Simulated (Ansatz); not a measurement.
**Ge2C⁺, quartet in cc-pVTZ: errors against UCCSDT(Q)**

Geometry: that of the Ge2C, triplet, kept fixed. The doublet lies 2.4 eV lower here.

```xyz
3

Ge    0.0000    0.0000    1.8526
C     0.0000    0.0000    0.0000
Ge    0.0000    0.0000   -1.8526
```

Basis cc-pVTZ; Ansatz 0.2.0. Correlated methods freeze the noble-gas cores and the filled d shells of p-block atoms, which leaves 11 electrons in 87 orbitals. Prefix R: restricted or restricted open-shell reference; prefix U: unrestricted. Active spaces: valence = (11e, 12o) chosen from the atoms' valence shells. No spin–orbit coupling is included, and no scalar relativity.

Full CI isn't at hand for all of this; UCCSDT(Q) serves as the reference, and is uncertain by about the last step of the cluster series. The frozen core follows each run's orbitals, which can shift R against U totals by a few meV for light atoms and by up to 0.1 eV past Ca.

* UHF ⟨S²⟩: 3.785
* T1 diagnostic (RCCSD): 0.0228
* largest doubles amplitude (RCCSD): 0.061
* T1 diagnostic (UCCSD): 0.0190

```tsv
level	E − E(UCCSDT(Q)) (kJ/mol)	share of correlation (%)	wall time
UHF	730.5	2.94	–
UMP2	139.7	81.44	–
UCCSD	39.6	94.74	–
UCCSD(T)	7.0	99.07	43 s (H100)
UCCSDT	2.2	99.71	–
```

The correlation energy at UCCSDT(Q), counted from RHF, is -7.800 eV. That run took 27 s on 2 threads of AMD EPYC 7R13 with a shared H100 80 GB, shared host.

Run but not shown, since their state or frozen core can't be matched to the reference's or they repeat it: RHF, RMP2, RCCSD, RCCSD(T), BCCD(T), RCCSDT, RCCSDT(Q), CASSCF (valence space), NEVPT2 (valence space).

Times hold each run's SCF and search for its determinant on a shared host, so for small cases they say little of a method's own cost.
